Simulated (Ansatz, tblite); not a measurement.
Zinc-blende BAs, elastic constant C44

Reference value: 149 GPa (measured, room temperature, no zero-point or thermal correction, sources range from 149 to 173; as tabulated in Kang et al. (2019), arXiv:1911.11281).

| level (code) | value (GPa) | cell (Å³/atom) | difference (%) |
|---|---|---|---|
| GFN1-xTB (tblite) | 154 | 13.09 | +3.4 |
| LDA (Ansatz) | 156 | 13.25 | +4.7 |
| PBE (Ansatz) | 145 | 13.90 | -2.7 |
| PBE-D3(BJ) (Ansatz) | 154 | 13.52 | +3.4 |
| r²SCAN (Ansatz) | 157 | 13.68 | +5.4 |

The reference is not for a static lattice or low temperature, so close values are not ranked against it.

The measured value isn't corrected to a static lattice, so vibrations enter the comparison. A static lattice is as a rule stiffer than a warm one, by over a tenth in soft solids.  GFN1-xTB: the method was fitted mainly to molecules. GFN1-xTB: the run uses a supercell at the zone centre in place of a k mesh. PBE-D3(BJ): the dispersion coefficients are held fixed in the derivatives. Each level is taken at its own relaxed cell. Cutoffs differ between the levels. Ansatz's density-functional and Hartree–Fock values are scalar-relativistic unless marked +SOC, with PAW data made under PBE.

Differences are worked out from the printed values.

Ansatz is a program for electronic structure.
